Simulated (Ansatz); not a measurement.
Results of revPBE (PAW; Ansatz, a first-principles code) for bcc Ta.

Run with plane-wave cutoff 520 eV, 28×28×28 k mesh, Fermi–Dirac smearing 0.056 eV (set by the program), scalar-relativistic PAW data made under PBE.

Computed at the level's own relaxed cell.

```
Ta
1.0
   -1.66662     1.66662     1.66662
    1.66662    -1.66662     1.66662
    1.66662     1.66662    -1.66662
Ta
1
Cartesian
  0.00000   0.00000   0.00000
```

Question: Give the elastic tensor (Voigt notation, GPa, ions relaxed, in the Cartesian axes of the cell as printed).

Answer: 
```
  253.6   156.3   156.3     0.0     0.0     0.0
  156.3   253.6   156.3     0.0     0.0     0.0
  156.3   156.3   253.6     0.0     0.0     0.0
    0.0     0.0     0.0    72.9     0.0     0.0
    0.0     0.0     0.0     0.0    72.9     0.0
    0.0     0.0     0.0     0.0     0.0    72.9
```

Measured, for comparison: elastic constant C11 266 GPa, elastic constant C12 158 GPa, elastic constant C44 87.4 GPa (0 K, extrapolated to 0 K; zero-point effects included; as tabulated in Wang et al. (2022), arXiv:2209.12322). Computed (rounded) less measured: elastic constant C11 -5 %, elastic constant C12 -1 %, elastic constant C44 -17 %.

Note: shear constants of such metals converge slowly with the k mesh.

Spin–orbit coupling is not included.

The computed numbers hold no vibrational or temperature effects.
